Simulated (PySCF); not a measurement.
# [HO2]− (SMILES [O-]O) at PBE/6-31G(d) (spherical functions, max memory mb 1860, preoptimised minimum)

We compute an optimisation with harmonic vibrations of [HO2]−. The job is set up through a Python script.

The results are computed with PySCF 2.14.0.

## 1. The molecule

The species is [HO2]− (3 atoms), typed as a singlet with charge -1. As SMILES, `[O-]O`. The coordinates come from a PBE0-D4/def2-TZVPD symmetrised relaxation. The run starts from this shape.

Bond lengths: O1–O2 1.479 Å, O2–H3 0.961 Å. Angles: O1–O2–H3 100.1°.

## 2. An optimisation with harmonic vibrations at PBE/6-31G(d) (spherical functions, max memory mb 1860, preoptimised minimum)

File start.xyz:

```xyz
3
HO2
O     -0.085235     0.762290     0.037978
O      0.030265    -0.709180    -0.061942
H      0.872555    -0.843020     0.380378
```

File run.py:

```python
from pyscf import gto, dft, symm
from pyscf.hessian import thermo
from pyscf.geomopt.geometric_solver import kernel as optimise

mol = gto.M(
    atom='start.xyz',
    basis='6-31g*',
    spin=0,
    max_memory=1860,
    verbose=3,
    charge=-1,
)

calc0 = dft.RKS(mol, xc='pbe')
calc0.conv_tol = 1e-10
calc0.grids.level = 4
converged, mol_eq = optimise(calc0, maxsteps=80)
print('converged:', converged)
print(mol_eq.tostring())

calc0.reset(mol_eq)
mol = mol_eq
calc0.kernel()
e_tot = calc0.e_tot
print(f'total energy: {e_tot:.8f} hartree')
hess = calc0.Hessian().kernel()
modes = thermo.harmonic_analysis(mol, hess)
thermo.dump_normal_mode(mol, modes)
symm.geom.TOLERANCE = 1e-3  # for the symmetry number
th = thermo.thermo(calc0, modes['freq_au'], 298.15, 101325)
thermo.dump_thermo(mol, th)
```

Run with:

```
OMP_NUM_THREADS=1 python run.py
```

**Question.** What will come out? Wanted: total energy; HOMO energy; LUMO energy; HOMO–LUMO gap; lowest harmonic wavenumber; highest harmonic wavenumber; zero-point energy; ideal-gas entropy at 298.15 K.

Answer, from the run:

At PBE/6-31G* (spherical functions, max memory mb 1860, preoptimised minimum):

| quantity | value |
| --- | --- |
| total energy | -150.72534 Eh |
| HOMO energy | 5.46 eV |
| LUMO energy | 8.18 eV |
| HOMO–LUMO gap | 2.71 eV |
| lowest harmonic wavenumber | 665 cm⁻¹ |
| highest harmonic wavenumber | 3517 cm⁻¹ |
| zero-point energy | 31.0 kJ/mol |
| ideal-gas entropy at 298.15 K (symmetry number 1 as used) | 54.3 cal/(mol K) |

What this shows: At the final geometry: Bond lengths: O1–O2 1.538 Å, O2–H3 0.979 Å. Angles: O1–O2–H3 96.6°. All 3 modes are real, so the shape is a minimum at this level. The HOMO of this anion lies above zero, so its frontier levels hang on the basis. Mulliken charges run from -0.73 on O1 to +0.31 on H3; they depend strongly on the basis. The HOMO lies at positive energy, 5.46 eV, as semi-local functionals often give for anions: either the electron is unbound or self-interaction and a compact basis push the level up; values depend on the basis.
